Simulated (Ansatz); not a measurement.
Worked example: the barrier

An elementary step of BH₅F₂, closed shell (BH₃ + HF + HF → BH₂F ([BH2][F]) + HF + H₂; bonds formed: H2–H7, H5–F8; dative contacts that become bonds: B1–F6; bonds broken: B1–H2, H5–F6, H7–F8). “Start” is the structure reached by relaxing down from the saddle towards the reactants; PBE0-D4/def2-TZVP structures. The saddle:

B1  (-0.559, 0.160, -0.626)
H2  (0.249, -0.857, -0.593)
H3  (-0.407, 0.611, -1.721)
H4  (-1.638, -0.194, -0.257)
H5  (0.601, 0.491, 1.072)
F6  (0.004, 1.164, 0.404)
H7  (0.656, -0.845, 0.367)
F8  (1.094, -0.529, 1.353)
(Å)

Computed with Ansatz 0.2.0 (basis: def2-TZVPP and def2-QZVPP); correlated methods freeze the cores.

Energies in eV:

| quantity | saddle | start |
| --- | --- | --- |
| Hartree–Fock, triple zeta (X = 3) | -6163.34801 | -6164.13969 |
| Hartree–Fock, quadruple zeta (X = 4) | -6163.62627 | -6164.42493 |
| MP2 correlation, X = 3 | -18.94564 | -18.46371 |
| MP2 correlation, X = 4 | -20.53042 | -20.05423 |
| CCSD(T) correlation, X = 3 | -20.02621 | -19.59264 |

**Question.** Work out the barrier at the basis limit: extrapolate Hartree–Fock as E(X) = E∞ + A exp(−7.88 √X) and the MP2 correlation as E(X) = E∞ + B X^−2.97 (the exponents that Neese and Valeev fitted for def2-TZVPP and QZVPP), then add CCSD(T) − MP2 in triple zeta.

**Answer.** Each step is linear, so take the differences first (saddle − start): Hartree–Fock 0.79168 (X = 3) and 0.79866 (X = 4); MP2 correlation -0.48193 and -0.47619; CCSD(T) correlation -0.43357.
Two points give E∞ = E(4) + w [E(4) − E(3)], with w = 1/(exp(7.88 (2 − √3)) − 1) = 0.1377 for Hartree–Fock and w = 1/((4/3)^2.97 − 1) = 0.7407 for the correlation.
Hartree–Fock: 0.79866 + 0.1377 × 0.00698 = 0.7996 eV.
MP2 correlation: -0.47619 + 0.7407 × 0.00574 = -0.4719 eV.
CCSD(T) − MP2: -0.43357 − (-0.48193) = 0.0484 eV.
Sum: 0.7996 + (-0.4719) + 0.0484 = 0.3761 eV, or 8.67 kcal/mol. Plain CCSD(T) in triple zeta gives 0.3581 eV, so the larger basis shifts the result by 0.0180 eV.

T1 diagnostic: at most 0.012.

Labels in which every atom is bracketed show which atoms are joined, not bond orders.

For scale, one of the runs: CCSD(T)/def2-TZVPP, 163 basis functions (an equivalent command: `ansatz run in.yaml --threads 2`). The run took 16 s on 2 CPU threads (shared host), with 1.5 GiB of host memory at its peak.
